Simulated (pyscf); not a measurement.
HO–AsH–OH + H₂O → HO–As(OH)–OH + H₂, a four-centre exchange (singlet surface; As–H, H–O broken, As–O, H–H formed). Single points on ωB97X-D3(BJ)/def2-SVP structures (PySCF, gas phase). Energies in kJ/mol from the separated reactants.

Small-basis levels: PySCF, no dispersion term, spherical d functions. AM1 to PM7: differences of heats of formation from MOPAC, which are fitted to 298 K values and so differ in kind from electronic energies by zero-point and thermal terms. GFN2-xTB: tblite. Cost: rough CPU time at the saddle relative to B3LYP/6-31G*+LANL2DZ, from one job on a shared machine.

```csv
level,barrier,reaction energy,cost
HF/6-31G*+LANL2DZ,259.6,-26.7,0.09
MP2/6-31G*+LANL2DZ,186.6,-75.2,0.1
SVWN5/6-31G*+LANL2DZ,77.2,-56.7,0.7
M06-2X/6-31G*+LANL2DZ,160.8,-58.9,2
PBE/def2-SVP,119.9,-32.0,3
GFN2-xTB,149.1,-16.7,under 0.02
AM1,235.3,-1.6,under 0.02
PM3,248.0,-94.3,under 0.02
PM6,226.7,-102.5,under 0.02
ωB97M-D3(BJ)/def2-TZVP,174.1,-29.2,–
```

Against the last row the barrier runs from -96.9 (SVWN5/6-31G*+LANL2DZ) to +85.5 kJ/mol (HF/6-31G*+LANL2DZ). ωB97M-D3(BJ)/def2-TZVP has limits of its own. At the saddle there is also a short As–H contact that neither side keeps. One saddle was located; it need not be the lowest between these sides. In the def2 sets elements up to Kr have no core potential.
